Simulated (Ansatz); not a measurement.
Two isomers of C6H8: A = `C1=C[C@H]2C[C@H]2C1`, B = `C=C1C=CCC1`.

Gas-phase electronic energies from Ansatz, PBE0-D4/def2-TZVP geometries. CBS: MP2 limit from def2 TZ/QZ plus the TZ coupled-cluster correction, frozen cores. DFT in def2-TZVPP.

Which isomer does CCSD(T)/CBS put lower? Give the gap. (Estimate.)

Ansatz gave: B, by 43.1 kJ/mol.

Give E(B) − E(A) in kJ/mol with CCSD(T)/def2-TZVPP, CCSD(T)/def2-SVP, LDA (SPW92), PBE-D4, B2PLYP, ωB97M-V, PBE0-D4. (An estimate is asked.)

The calculation gave: CCSD(T)/def2-TZVPP -42.7, CCSD(T)/def2-SVP -37.4, LDA (SPW92) -26.1, PBE-D4 -42.5, B2PLYP -50.5, ωB97M-V -36.2, PBE0-D4 -34.3. None reverses the order clearly.

Does the order hold for the free energy at 298.15 K (harmonic terms from PBE0-D4)? (Estimate.)

Computed: Yes: G(B) − G(A) = -52.6 kJ/mol. Modes under 60 cm⁻¹, often nearly free rotors, make the harmonic entropy too high.

Largest T1 diagnostic: 0.011.

From BLYP to BHLYP (50 % exact exchange), in def2-TZVPP and without D4, E(B) − E(A) moves by +16.0 kJ/mol. In def2-TZVPP, CCSD(T) changes the Hartree–Fock value by +16.0 kJ/mol (the triples alone add −1.2 kJ/mol) and MP2 by +27.8 kJ/mol.
